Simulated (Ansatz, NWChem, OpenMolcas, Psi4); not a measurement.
# Abstraction of F: OF2 + AlCl2 → OF + AlCl2F

Species: OF2 (oxygen difluoride) `FOF`, singlet; AlCl2 `[Cl][Al][Cl]`, doublet; OF (Oxygen monofluoride), doublet; AlCl2F `[F][Al]([Cl])[Cl]`, singlet. A radical takes F: the energy is the difference in strength between the O–F bond broken and the Al–F bond made.

Shapes, held fixed at every level: PBE0-D4/def2-TZVP. Programs: Ansatz 0.2.0, NWChem 7.3.0, OpenMolcas 26.06, Psi4 1.11. A level may come from different programs for different species; with the same settings they agree closely. The zero-point and thermal change to 298 K, harmonic and unscaled (PBE0-D4/def2-TZVP), is +1.1 kJ/mol.

```tsv
level	kind	ΔH(298 K) (kJ/mol)
SVWN5/STO-3G	LDA	-281.7
BHLYP/STO-3G	global hybrid	-318.2
PBE0/STO-3G	global hybrid	-300.2
CCSD/STO-3G	coupled cluster or CI	-276.9
CCSDT(Q)/STO-3G	coupled cluster or CI	-286.6
CCSDTQ/STO-3G	coupled cluster or CI	-286.2
FCI/STO-3G	exact in the basis	-286.1
B3LYP/6-31G* (spherical functions)	global hybrid	-457.9
```

B3LYP/6-31G* (spherical functions) gives ΔH(298 K) = -457.9 kJ/mol; the levels span -457.9 to -276.9. The median of the levels is -286.4. No measured value is set beside it here. Open shells run unrestricted. B3LYP/6-31G* (spherical functions) lies outside the range of all other levels here, so it shouldn't be taken on trust. Rows in sets without polarisation functions are far from converged.
